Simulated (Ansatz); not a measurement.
Ideal-gas functions of FLi at 500 K and 1 bar, from an Ansatz frequency run at PBE0-D4/def2-TZVP.

Molar mass 25.94 g/mol, point group C∞v (symmetry number 1), electronic degeneracy 1, moments of inertia 12.363 u Å². Harmonic wavenumbers (cm⁻¹, unscaled): 928.

Use S(trans) = R[1.5 ln M + 2.5 ln T − 1.1517]; rotational temperatures θ = 24.2544 K / I; S(rot) = R[ln(T/σθ) + 1]; for each mode x = 1.438777 ν̃/T, S = R[x/(eˣ − 1) − ln(1 − e⁻ˣ)] and H = RT x/(eˣ − 1); 1 cm⁻¹ = 0.0119627 kJ/mol; R = 8.31446 J/(mol·K).

Task: By hand: the entropy, in J/(mol·K).

Result: Translation 160.2. Rotation: θ = 1.9619 K, giving 54.4. Vibration, mode by mode: 2.25, in all 2.2. Electronic 0.0. Sum 216.8 J/(mol·K).

Task: By hand: H − E and G − E in kJ/mol, counted from the electronic energy.

Result: Zero-point energy ½ × 928 × 0.0119627 = 5.6; thermal vibration 0.8; translation, rotation and pV give 3.5 RT = 14.6. H − E = 21.0 kJ/mol, and G − E = 21.0 − 500 × 216.8/1000 = -87.4 kJ/mol.

Vibration gives 1 % of the entropy.
